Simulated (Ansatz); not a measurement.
# Tetradymite Bi2Te3

These are PBE-D3(BJ) (Ansatz, a program for electronic structure, plane waves, PAW) values and carry that method's errors.

Run with plane-wave cutoff 500 eV, 10×10×10 k mesh, Fermi–Dirac smearing 0.05 eV, scalar-relativistic PAW data made under PBE.

Cell: relaxed at this level.

For tetradymite Bi2Te3, the equilibrium volume per atom comes out as 33.67 Å³/atom and the lattice constant a comes out as 4.386 Å. The c axis length is 30.321 Å. The band gap comes out as 0.27 eV (on the SCF k mesh).

Measured, for comparison: lattice constant a 4.386 Å, lattice parameter c 30.497 Å (temperature not stated, not corrected to a static lattice; as tabulated in Luo et al. (2012), arXiv:1308.1523). Computed (rounded) less measured: lattice constant a 0.0 %, lattice parameter c -0.6 %. A static lattice is as a rule a little smaller and stiffer than an uncorrected measurement, which narrows the difference in the lattice parameter c and would widen misses of the other sign.

Spin–orbit coupling is not included; with these elements it can move the gap by several tenths of an eV or more.

Computed values are for the static lattice.
